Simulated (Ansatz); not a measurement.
Molecular dynamics of AlClH2N, charge -1

input.yaml

```yaml
crystal:
  periodic: [false, false, false]
  atoms:
    - { symbol: "N", position_ang: [-1.026931, -0.413755, -0.174061] }
    - { symbol: Al, position_ang: [0.442109, 0.602569, -0.076896] }
    - { symbol: Cl, position_ang: [2.047049, 0.147963, -1.549432] }
    - { symbol: H, position_ang: [-1.587262, 0.039788, 0.565196] }
    - { symbol: H, position_ang: [0.125036, -0.376576, 1.235193] }
total_charge: -1
basis:
  gaussian: { orbitals: def2-SVP }
hamiltonian:
  xc: pbe0
  dispersion: d4
md:
  timestep: 0.5
  n_steps: 200
  ensemble: nve
  temperature: 300.0
  initial_velocities: maxwell_boltzmann
  seed: 4955
```

Command:

```bash
$ ansatz run input.yaml --threads 1 --pin off --max-ram 2048MiB --backend cpu --events-out ev --progress --plain --runs-dir out
```

It starts at the highest image of a converged band. Of that band: Neighbouring images differ by up to 2.0 eV, so the band resolves the path poorly. A vibrational analysis at the climbing image gives one clearly imaginary mode, 1090i cm⁻¹: a first-order saddle point.

Output, in part (step lines, the closing report, with atoms numbered from 0; the dipole of an ion depends on the origin):

```
md step     0: t =     0.00 fs  T =   300.0 K  F+E_penalty+E_count = -20626.27331812 eV  E_kin = 0.116334 eV  conserved = -20626.15698412 eV  (27 SCF iters)
md step     1: t =     0.50 fs  T =   291.7 K  F+E_penalty+E_count = -20626.27004217 eV  E_kin = 0.113120 eV  conserved = -20626.15692251 eV  (32 SCF iters)
md step     2: t =     1.00 fs  T =   269.6 K  F+E_penalty+E_count = -20626.26129848 eV  E_kin = 0.104548 eV  conserved = -20626.15675087 eV  (26 SCF iters)
md step     3: t =     1.50 fs  T =   240.3 K  F+E_penalty+E_count = -20626.24972953 eV  E_kin = 0.093195 eV  conserved = -20626.15653441 eV  (26 SCF iters)
md step     4: t =     2.00 fs  T =   212.1 K  F+E_penalty+E_count = -20626.23863864 eV  E_kin = 0.082266 eV  conserved = -20626.15637269 eV  (26 SCF iters)
md step     5: t =     2.50 fs  T =   191.2 K  F+E_penalty+E_count = -20626.23048518 eV  E_kin = 0.074144 eV  conserved = -20626.15634162 eV  (27 SCF iters)
md step     6: t =     3.00 fs  T =   178.7 K  F+E_penalty+E_count = -20626.22575074 eV  E_kin = 0.069309 eV  conserved = -20626.15644200 eV  (27 SCF iters)
md step     7: t =     3.50 fs  T =   171.0 K  F+E_penalty+E_count = -20626.22292281 eV  E_kin = 0.066323 eV  conserved = -20626.15660020 eV  (27 SCF iters)
[... lines left out ...]
Total energy: -20626.79456928 eV, -758.0207190774 hartree
Atom 0 at    -1.166264    -0.316919    -0.026509 Å, force     0.251093     0.646011    -0.185521 eV/Å
Atom 1 at     0.334460     0.611744    -0.085580 Å, force     1.163065    -2.495455     0.214573 eV/Å
Atom 2 at     2.143754     0.122001    -1.556628 Å, force    -0.811741     0.588664     0.104342 eV/Å
Atom 3 at    -1.226918    -0.853970    -0.897617 Å, force    -0.477509     0.084088    -0.452711 eV/Å
Atom 4 at     1.181314    -0.161005     1.133137 Å, force    -0.124908     1.176691     0.319318 eV/Å
Dipole moment:     0.352508     0.252857    -0.420495 e Å
```

The steps, from the saved trajectory:

```json
{"time (fs)": "0", "T (K)": "300", "potential energy less start (eV)": "0.000", "conserved less start (meV/atom)": "0.00"}
{"time (fs)": "3", "T (K)": "179", "potential energy less start (eV)": "0.048", "conserved less start (meV/atom)": "0.11"}
{"time (fs)": "6", "T (K)": "75", "potential energy less start (eV)": "0.088", "conserved less start (meV/atom)": "0.12"}
{"time (fs)": "9", "T (K)": "133", "potential energy less start (eV)": "0.065", "conserved less start (meV/atom)": "0.06"}
{"time (fs)": "12", "T (K)": "196", "potential energy less start (eV)": "0.041", "conserved less start (meV/atom)": "0.14"}
{"time (fs)": "15", "T (K)": "368", "potential energy less start (eV)": "-0.026", "conserved less start (meV/atom)": "0.10"}
{"time (fs)": "18", "T (K)": "744", "potential energy less start (eV)": "-0.172", "conserved less start (meV/atom)": "0.12"}
{"time (fs)": "21", "T (K)": "1387", "potential energy less start (eV)": "-0.421", "conserved less start (meV/atom)": "0.10"}
{"time (fs)": "24", "T (K)": "2149", "potential energy less start (eV)": "-0.717", "conserved less start (meV/atom)": "-0.01"}
{"time (fs)": "27", "T (K)": "2812", "potential energy less start (eV)": "-0.974", "conserved less start (meV/atom)": "0.05"}
{"time (fs)": "30", "T (K)": "3464", "potential energy less start (eV)": "-1.227", "conserved less start (meV/atom)": "-0.04"}
{"time (fs)": "33", "T (K)": "3891", "potential energy less start (eV)": "-1.393", "conserved less start (meV/atom)": "-0.05"}
{"time (fs)": "36", "T (K)": "4060", "potential energy less start (eV)": "-1.458", "conserved less start (meV/atom)": "0.03"}
{"time (fs)": "39", "T (K)": "4129", "potential energy less start (eV)": "-1.485", "conserved less start (meV/atom)": "-0.07"}
{"time (fs)": "42", "T (K)": "3882", "potential energy less start (eV)": "-1.389", "conserved less start (meV/atom)": "0.01"}
{"time (fs)": "45", "T (K)": "3409", "potential energy less start (eV)": "-1.205", "conserved less start (meV/atom)": "0.05"}
{"time (fs)": "48", "T (K)": "2813", "potential energy less start (eV)": "-0.975", "conserved less start (meV/atom)": "-0.03"}
{"time (fs)": "51", "T (K)": "2036", "potential energy less start (eV)": "-0.673", "conserved less start (meV/atom)": "0.10"}
{"time (fs)": "54", "T (K)": "1365", "potential energy less start (eV)": "-0.412", "conserved less start (meV/atom)": "0.10"}
{"time (fs)": "57", "T (K)": "981", "potential energy less start (eV)": "-0.264", "conserved less start (meV/atom)": "0.06"}
{"time (fs)": "60", "T (K)": "847", "potential energy less start (eV)": "-0.211", "conserved less start (meV/atom)": "0.15"}
{"time (fs)": "63", "T (K)": "1051", "potential energy less start (eV)": "-0.291", "conserved less start (meV/atom)": "0.13"}
{"time (fs)": "66", "T (K)": "1815", "potential energy less start (eV)": "-0.587", "conserved less start (meV/atom)": "0.09"}
{"time (fs)": "69", "T (K)": "3009", "potential energy less start (eV)": "-1.050", "conserved less start (meV/atom)": "0.06"}
{"time (fs)": "72", "T (K)": "3967", "potential energy less start (eV)": "-1.423", "conserved less start (meV/atom)": "-0.07"}
{"time (fs)": "75", "T (K)": "4480", "potential energy less start (eV)": "-1.621", "conserved less start (meV/atom)": "-0.06"}
{"time (fs)": "78", "T (K)": "4623", "potential energy less start (eV)": "-1.676", "conserved less start (meV/atom)": "-0.01"}
{"time (fs)": "81", "T (K)": "4295", "potential energy less start (eV)": "-1.549", "conserved less start (meV/atom)": "-0.06"}
{"time (fs)": "84", "T (K)": "3640", "potential energy less start (eV)": "-1.295", "conserved less start (meV/atom)": "0.02"}
{"time (fs)": "87", "T (K)": "2943", "potential energy less start (eV)": "-1.025", "conserved less start (meV/atom)": "-0.01"}
{"time (fs)": "90", "T (K)": "2172", "potential energy less start (eV)": "-0.726", "conserved less start (meV/atom)": "0.07"}
{"time (fs)": "93", "T (K)": "1614", "potential energy less start (eV)": "-0.509", "conserved less start (meV/atom)": "0.12"}
{"time (fs)": "96", "T (K)": "1428", "potential energy less start (eV)": "-0.437", "conserved less start (meV/atom)": "0.08"}
{"time (fs)": "99", "T (K)": "1546", "potential energy less start (eV)": "-0.483", "conserved less start (meV/atom)": "0.13"}
```

The run went to its last step. The conserved energy stayed within 0.2 meV per atom of its start (net change 0.075 meV per atom), so the integration is sound. The kinetic energy rose, since the run started high on the potential surface and went downhill. A run of 0.1 ps of so small a system gives no equilibrium averages. The orbitals stay closed-shell, which can raise the energy where a bond breaks towards radicals; this wasn't checked here. Limits of this set-up: an anion without diffuse functions.

Between its relaxed ends the band would form N1–H5 and break Al2–H5. These pairs go: N1–H5 1.82 → 2.62 Å, Al2–H5 1.67 → 1.67 Å. In the last frame they stand as before the step (other bonds may differ from the relaxed reactants and products). It ends as one piece, AlClH2N (total charge -1). Pairs count as bonded within 1.25 times the sum of covalent radii (0.12 Å more for H–H).

Last frame:

```xyz
5
Properties=species:S:1:pos:R:3
N -1.166 -0.317 -0.026
Al 0.335 0.612 -0.086
Cl 2.144 0.122 -1.557
H -1.227 -0.854 -0.898
H 1.181 -0.161 1.133
```

The run took 10 min on 1 thread of Intel(R) Xeon(R) Processor @ 2.50GHz (Skylake/Cascade Lake), with other jobs on the host, peak memory 0.12 GiB.
